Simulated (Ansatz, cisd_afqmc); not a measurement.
Species: SiO, charge 0, singlet. SiO (oxosilicon, SMILES [O+]#[Si-]).
B3LYP-D3(BJ)/def2-TZVP minimum from Ansatz (a quantum-chemistry and plane-wave program):
```xyz
2

Si     0.0000     0.0000    -0.5502
O      0.0000     0.0000     0.9629
```

Total energies in cc-pV(T+d)Z, 10 correlated electrons, 6 frozen orbitals. UHF or UKS for unpaired electrons; spin-orbit terms are left out. Cores are frozen in correlated methods. No relativity. The Monte Carlo rows (phaseless AFQMC, CISD trial, step 0.005/hartree) carry one-sigma bars that omit the constraint's bias. Outlying blocks are dropped, and bars are widened where a walk drifts. Over all cases where full CI ran beside it in this data, AFQMC minus full CI had a median of +0.1 mEh and passed +0.4 mEh in a tenth of the cases. The T1 diagnostic of OSi ([O+]#[Si-], singlet) reaches 0.030 in the sets run.

```
method         program         energy (Eh)  minus CCSDT(Q) (mEh)
----------  ----------  ------------------  --------------------
HF              Ansatz          -363.84295                357.93
MP2             Ansatz          -364.17949                 21.39
CCSD            Ansatz          -364.18127                 19.61
CCSD(T)         Ansatz          -364.19893                  1.94
CCSDT(Q)        Ansatz          -364.20087                  0.00
AFQMC/CISD  cisd_afqmc  -364.2002 ± 0.0004             0.7 ± 0.4
```

Rough core times of Ansatz's runs on a shared machine: CCSD(T) under 20 s, CCSDT(Q) 20 s.
